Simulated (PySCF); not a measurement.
Excitations are Tamm–Dancoff values on a coarser integration grid. The basis has no diffuse functions, so Rydberg states are missing or too high.

Z-matrix (Å, degrees):
```
O
C 1 1.3373
O 2 1.1990 1 125.87
H 2 1.0979 3 125.02 1 180.00
C 1 1.4400 2 115.76 4 -180.00
H 5 1.0857 1 105.60 2 180.00
H 5 1.0889 6 110.73 1 119.38
H 5 1.0889 6 110.73 7 121.24
```
Charge 0, multiplicity 1.

### Question
What is the computed LUMO, S1 oscillator strength and S1–T1 gap (TDA) (M06-2X/def2-TZVP // B3LYP-D3(BJ)/def2-TZVP (PySCF))?

### Answer

LUMO: 1.12 eV
S1 oscillator strength: 0.002
S1–T1 gap (TDA): 0.46 eV
